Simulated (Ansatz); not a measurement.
## PH$_{4}$, doublet: stretch scan

Starting geometry (PBE0/def2-TZVP stationary point for this spin, not checked as a minimum):

| atom | x (Å) | y (Å) | z (Å) |
| --- | --- | --- | --- |
| P | 0.0456 | 0.0000 | 0.0000 |
| H | 0.1616 | 0.0000 | -1.5147 |
| H | -0.8626 | 1.0782 | 0.0000 |
| H | -0.8626 | -1.0782 | 0.0000 |
| H | 0.1616 | 0.0000 | 1.5147 |

From there H2 moves along the line of the two atoms named below, all else staying in place; atoms are numbered as listed. Energies are in kcal/mol, counted from the starting geometry at the same level.

Basis 6-31G; Ansatz 0.2.0. Correlated methods freeze the noble-gas cores. R marks a restricted (for open shells ROHF) determinant, U an unrestricted one.

For open shells CISD and CISDTQ are restricted-active-space CI with the open shells as a complete middle space.

Full CI is exact within this basis and frozen core; it isn't the basis-set limit. The frozen core follows each run's orbitals, which can shift R against U totals by a few meV.

```json
{"distance P1-H2 (Å)": "1.228", "full CI": "26.2", "unpaired electrons (full CI)": "1.02", "error RHF": "-4.3", "error UHF": "-2.6", "error RCCSD(T)": "0.0", "error UCCSD(T)": "0.0", "error RCCSDT": "0.0", "error CISDTQ": "0.0"}
{"distance P1-H2 (Å)": "1.373", "full CI": "7.3", "unpaired electrons (full CI)": "1.03", "error RHF": "-2.2", "error UHF": "-1.1", "error RCCSD(T)": "0.0", "error UCCSD(T)": "0.0", "error RCCSDT": "0.0", "error CISDTQ": "0.0"}
{"distance P1-H2 (Å)": "1.519", "full CI": "0.0", "unpaired electrons (full CI)": "1.03", "error RHF": "0.0", "error UHF": "0.0", "error RCCSD(T)": "0.0", "error UCCSD(T)": "0.0", "error RCCSDT": "0.0", "error CISDTQ": "0.0"}
{"distance P1-H2 (Å)": "1.690", "full CI": "-2.5", "unpaired electrons (full CI)": "1.04", "error RHF": "1.2", "error UHF": "0.4", "error RCCSD(T)": "0.0", "error UCCSD(T)": "0.0", "error RCCSDT": "0.0", "error CISDTQ": "0.0"}
{"distance P1-H2 (Å)": "1.822", "full CI": "-3.2", "unpaired electrons (full CI)": "1.04", "error RHF": "0.0", "error UHF": "-0.1", "error RCCSD(T)": "0.0", "error UCCSD(T)": "0.0", "error RCCSDT": "0.0", "error CISDTQ": "0.0"}
{"distance P1-H2 (Å)": "2.054", "full CI": "-4.1", "unpaired electrons (full CI)": "1.04", "error RHF": "-3.9", "error UHF": "-1.5", "error RCCSD(T)": "0.0", "error UCCSD(T)": "0.0", "error RCCSDT": "0.0", "error CISDTQ": "0.0"}
{"distance P1-H2 (Å)": "2.390", "full CI": "-6.1", "unpaired electrons (full CI)": "1.04", "error RHF": "-7.4", "error UHF": "-3.2", "error RCCSD(T)": "-0.1", "error UCCSD(T)": "-0.1", "error RCCSDT": "0.0", "error CISDTQ": "0.0"}
{"distance P1-H2 (Å)": "2.864", "full CI": "-8.2", "unpaired electrons (full CI)": "1.03", "error RHF": "-8.9", "error UHF": "-4.1", "error RCCSD(T)": "-0.1", "error UCCSD(T)": "-0.1", "error RCCSDT": "0.0", "error CISDTQ": "0.0"}
{"distance P1-H2 (Å)": "3.359", "full CI": "-9.1", "unpaired electrons (full CI)": "1.03", "error RHF": "-9.2", "error UHF": "-4.3", "error RCCSD(T)": "-0.1", "error UCCSD(T)": "-0.1", "error RCCSDT": "0.0", "error CISDTQ": "0.0"}
{"distance P1-H2 (Å)": "4.046", "full CI": "-9.4", "unpaired electrons (full CI)": "1.03", "error RHF": "-9.2", "error UHF": "-4.4", "error RCCSD(T)": "-0.1", "error UCCSD(T)": "-0.1", "error RCCSDT": "0.0", "error CISDTQ": "0.0"}
{"distance P1-H2 (Å)": "5.159", "full CI": "-9.4", "unpaired electrons (full CI)": "1.03", "error RHF": "-9.3", "error UHF": "-4.4", "error RCCSD(T)": "-0.1", "error UCCSD(T)": "-0.1", "error RCCSDT": "0.0", "error CISDTQ": "0.0"}
```

Unpaired electrons are Σ n²(2−n)² over natural occupations. Errors are those of relative energies. In total energy the starting point itself misses full CI by: RHF 64.3, UHF 59.4, RCCSD(T) 0.3, UCCSD(T) 0.3, RCCSDT 0.1, CISDTQ 0.1 kcal/mol.

Spread of the error over the points with a reference, to 5.159 Å (largest less smallest): RCCSDT 0.0, CISDTQ 0.0, UCCSD(T) 0.1, RCCSD(T) 0.1, UHF 4.8, RHF 10.5 kcal/mol.

Going outwards, the relative energy of RHF first misses by more than 1.0 kcal/mol at 1.690 Å.

Going outwards, the relative energy of UHF first misses by more than 1.0 kcal/mol at 2.054 Å.
